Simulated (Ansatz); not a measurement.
We consider zinc-blende BeSe, described by revPBE in Ansatz (PAW).

Run with plane-wave cutoff 520 eV, 12×12×12 k mesh, Fermi–Dirac smearing 0.01 eV, scalar-relativistic PAW data made under PBE.

Energies at three volumes about the minimum:

| V (Å³/atom) | E − E_lowest (meV/atom) |
|---|---|
| 17.362 | 1.63 |
| 17.716 | 0.00 |
| 18.071 | 1.54 |

### Question
Fit a parabola by hand: where is the minimum, what lattice constant follows, and what is the bulk modulus?

### Answer
Slopes: (0.00 − 1.63)/(17.716 − 17.362) = -4.605 and (1.54 − 0.00)/(18.071 − 17.716) = 4.338 meV/Å³. Curvature E″ = 2 × (4.338 − (-4.605))/(18.071 − 17.362) = 25.227 meV/Å⁶. From the middle of the first interval, the slope vanishes at V0 = 17.5390 − (-4.605)/25.227 = 17.722 Å³/atom. B = V0 E″ = 17.722 × 25.227 meV/Å³ × 0.1602 GPa per meV/Å³ = 71.6 GPa. With 8 atoms in the cube, a = (8 × 17.722)^(1/3) = 5.214 Å. The full Birch–Murnaghan fit to all volumes gives V0 = 17.715 Å³/atom and B0 = 71.5 GPa.

Measured, for comparison: bulk modulus 92.2 GPa (temperature not stated, no zero-point or thermal correction; as tabulated in Inakpenu et al., APS March Meeting 2017, C27.9); lattice constant a 5.139 Å (temperature not stated, no zero-point or thermal correction; as tabulated in Bernardini et al. (2000), arXiv:cond-mat/0007180). Computed (rounded) less measured: bulk modulus -22 %.

Ansatz is a program for electronic structure.
